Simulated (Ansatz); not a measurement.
fcc Cu, relaxed in Ansatz (plane waves) with several semilocal functionals. Each gives its own volume and its own elastic constant C11:

| level | V0 (Å³/atom) | elastic constant C11 (GPa) | ln V0 | ln C11 |
|---|---|---|---|---|
| LDA | 10.885 | 235.1 | 2.3874 | 5.4600 |
| PBEsol | 11.311 | 211.1 | 2.4258 | 5.3523 |
| PBE | 11.950 | 177.6 | 2.4807 | 5.1795 |

Task: Fit a straight line to ln C11 against ln V0. What does it predict for r²SCAN, whose volume is 11.439 Å³/atom?

Result: With x = ln V0 and y = ln C11: means 2.43130 and 5.33060; Σ(Δx Δy) = -0.01326, Σ(Δx²) = 0.004398, so the slope is -3.02. At x = 2.4370 the line gives y = 5.33060 + (-3.02) × (2.4370 − 2.43130) = 5.3134, or 203.0 GPa. The run with r²SCAN gives 202.2 GPa, -0.4 % from the line. The rows used scatter about it by up to 0.5 %, while the largest value lies 32 % above the smallest.

Measured: 176 GPa (measured, 0 K, extrapolated to 0 K; zero-point effects included; as tabulated in Malica and Corso (2021), arXiv:2109.00459).

Ansatz's density-functional and Hartree–Fock values are scalar-relativistic unless marked +SOC, with PAW data made under PBE.

Ansatz is a quantum-chemistry and plane-wave program.
